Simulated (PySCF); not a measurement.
Gas-phase reaction: 4 CH₃SiH + C₄H₈ (isobutene) = 4 vinylsilane

Method: PySCF energies (xtb for GFN2) plus ideal-gas RRHO corrections (1 bar). † marks an energy on the PBE0/def2-TZVP geometry and frequencies; other levels use their own. MP2 freezes the core. 6-31G* has spherical d functions here. All species are closed-shell singlets. B3LYP is the form with VWN-RPA correlation. CH₃SiH: computed as isolated molecules; such fragments, hydroxides, amides, oligomers or adducts are transient or little studied in the gas. MP2 isn't extrapolated to the basis-set limit; its ΔH°(298 K) is -454.5 kJ in def2-SVP and -473.8 kJ in def2-TZVPP. The harmonic model lacks anharmonicity and excited electronic states, which grow with temperature; levels with a mode under 35 cm⁻¹ are left out. Internal rotation in CH₃SiH, C₄H₈ (isobutene), vinylsilane is treated as a harmonic vibration of one conformer, which makes the entropy rough.

```csv
level,"ΔE electronic, kJ","ΔH°(298 K), kJ","ΔS°(298 K), J/K","ΔG°(1200 K), kJ"
B3LYP/6-31G*,-376,-404,-184,-194
B3LYP/def2-TZVP†,-414,-440,-189,-223
GFN2-xTB,-375,-422,-157,-259
HF/def2-TZVP†,-459,-486,-189,-268
M06-2X/def2-TZVP†,-389,-416,-189,-198
MP2/def2-TZVPP†,-447,-474,-189,-256
PBE/def2-SVP,-388,-414,-193,-192
PBE/def2-TZVP†,-392,-419,-189,-201
PBE0/def2-QZVP†,-400,-427,-189,-209
PBE0/def2-SVP†,-388,-414,-189,-197
```
ΔH° is lowest at HF/def2-TZVP† and highest at B3LYP/6-31G*. No reference value is set beside these.
